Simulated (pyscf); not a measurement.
Single points on ωB97X-D3(BJ)/def2-SVP structures (PySCF, gas phase).

Estimate the classical barrier height and the reaction energy of `[Cl][SiH]([Cl])[Cl]` + `[OH2]` → `[ClH]` + `[OH][SiH]([Cl])[Cl]` at ωB97M-D3(BJ)/def2-TZVP. The step runs on the singlet surface, breaks Cl–Si, H–O and forms Cl–H, O–Si; take the separated reactants as zero.

ΔE‡ = 17.1 kcal/mol, ΔE = -4.2 kcal/mol. Zero-point energy shifts the barrier by -0.2 kcal/mol. It is a four-centre exchange, with an imaginary mode of 509i cm⁻¹. This is the saddle that the search found; another between the same sides may lie lower.
